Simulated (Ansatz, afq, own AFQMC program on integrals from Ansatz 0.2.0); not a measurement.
Where AFQMC and coupled cluster stand for AlH4, doublet

```xyz
5

Al   -0.0523    0.0001   -0.1159
H     0.3917    0.0016    1.7336
H    -0.2768   -0.0078    1.7079
H     0.6402    1.2076   -0.1648
H     0.6439   -1.2049   -0.1740
```

Basis 6-31G. Only valence electrons are correlated. Integrals, coupled cluster, full CI and functionals: Ansatz 0.2.0; the random walks run on the same integrals in our own AFQMC program. The CISD trial takes its coefficients from CCSD amplitudes. Released means that phaseless walkers are propagated on without the constraint, phases kept. Error bars are statistical, one sigma.

Determinant: UHF, the one that the program's search chose, which needn't be the lowest solution. The geometry is a point of a scan.

Full CI on the same integrals is exact in this basis and with this determinant's frozen core.

The T1 diagnostic is 0.0103. The weight of the determinant in the CISD state is 0.956, the ⟨S²⟩ of the determinant is 0.752 and the size of the correlated space is 7 electrons in 16 orbitals.

| level | correlation energy (eV) |
| --- | --- |
| MP2 | -1.2834 |
| CCSD | -1.7862 |
| CCSD(T) | -1.8015 |

Question: Estimate where full CI lies against CCSD(T) on the same integrals.

Answer: 0.7 kJ/mol below CCSD(T).

Reference: full CI, correlation energy -1.808 eV. The released energy is read at 2.40 1/Eh (meV from the phaseless value at times in 1/Eh: -0.19 ± 0.23 at 0.24, -0.07 ± 0.20 at 0.51, -0.13 ± 0.22 at 0.99, -0.41 ± 0.25 at 1.62, -0.7 ± 0.3 at 2.40).

```tsv
level	E − E(reference) (kJ/mol)	share of correlation (%)
CCSD(T)	0.7	99.61
CCSDT	0.0	99.99
CCSDT(Q)	0.0	100.00
CCSDTQ	0.0	100.00
ph-AFQMC/CISD	0.1 ± 0.03	99.96
released AFQMC	0.0 ± 0.03	100.00
```

CCSDT and higher add their correlation energy to the determinant of the CCSD(T) run, since their own runs factorise the integrals more tightly (a shift of under 2 meV). Released energies are given only where the last usable release times agree within the noise; a slower fall can still hide under it.
